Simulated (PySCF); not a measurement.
**Solver options tried on Mg2**

Do solver options change the result for Mg2, or only the number of cycles?

The runs use PySCF 2.14.0; method and basis as typed in the scripts.

3 further runs of the same task are left out: 3 that didn't finish.

### 1 Starting geometry

Mg2: 2 atoms, charge 0, spin multiplicity 1.

Bond lengths: Mg1–Mg2 2.575 Å.

### 2 Base script

Input file input.py:

```python
from pyscf import gto, scf, mp

mol = gto.M(
    atom='Mg 0 0 0; Mg 0 0 2.575',
    basis='sbkjc',
    ecp={'Mg': 'sbkjc'},
    charge=0,
    spin=0,
    symmetry=True,
    verbose=3,
)
mf = scf.UHF(mol)
mf.kernel()
mp.MP2(mf).kernel()
mf.dip_moment()
print('orbital energies (hartree):', [e[max(0, n-3):n+3].round(4) for e, n in zip(mf.mo_energy, mol.nelec)])
```

On the command line:

```bash
$ OMP_NUM_THREADS=1 python input.py
```

The log of this run is left out.

It gives: E(SCF) = -1.519733 Eh, E(MP2) − E(SCF) = -0.03728 Eh, μ = 0.00 D (of the SCF density).

The bond length is a typed value, not an optimised one.

### 3 Smearing width 0.01 hartree

Run 1 changes smearing width: none → 0.01 hartree; step after the SCF: mp2 → none.

Input file input.py:

```python
from pyscf import gto, scf

mol = gto.M(
    atom='Mg 0 0 0; Mg 0 0 2.575',
    basis='sbkjc',
    ecp={'Mg': 'sbkjc'},
    charge=0,
    spin=0,
    symmetry=True,
    verbose=3,
)
mf = scf.UHF(mol)
mf = scf.addons.smearing_(mf, sigma=0.01, method='fermi')
mf.kernel()
mf.dip_moment()
print('orbital energies (hartree):', [e[max(0, n-3):n+3].round(4) for e, n in zip(mf.mo_energy, mol.nelec)])
```

On the command line:

```bash
$ OMP_NUM_THREADS=1 python input.py
```

### 4 Point-group symmetry off

Run 2 changes point-group symmetry: on → off.

input.py, as its differences from that of step 2:

```diff
@@ -8,3 +8,2 @@
     spin=0,
-    symmetry=True,
     verbose=3,
```

### 5 Damping 0.2

Run 3 changes damping: none → 0.2.

input.py, as its differences from that of step 2:

```diff
@@ -12,2 +12,4 @@
 mf = scf.UHF(mol)
+mf.damp = 0.2
+mf.diis_start_cycle = 8
 mf.kernel()
```

### 6 Initial guess sap

Run 4 changes initial guess: minao → sap.

input.py, as its differences from that of step 2:

```diff
@@ -12,2 +12,3 @@
 mf = scf.UHF(mol)
+mf.init_guess = 'sap'
 mf.kernel()
```

What does the calculation give? Wanted: for each run, E(SCF); from base; after the SCF.

As calculated:

```
                        run  E(SCF) (hartree)  from base (eV)              after the SCF
                       base         -1.519733               0  MP2 correlation -1.014 eV
smearing width 0.01 hartree         -1.519709         +0.0007                        n/a
   point-group symmetry off         -1.519733          0.0000  MP2 correlation -1.014 eV
                damping 0.2         -1.519733          0.0000  MP2 correlation -1.014 eV
          initial guess sap         -1.519733          0.0000  MP2 correlation -1.014 eV
```

What this shows: With point-group symmetry off or damping 0.2 or initial guess sap the SCF ends at the base energy.
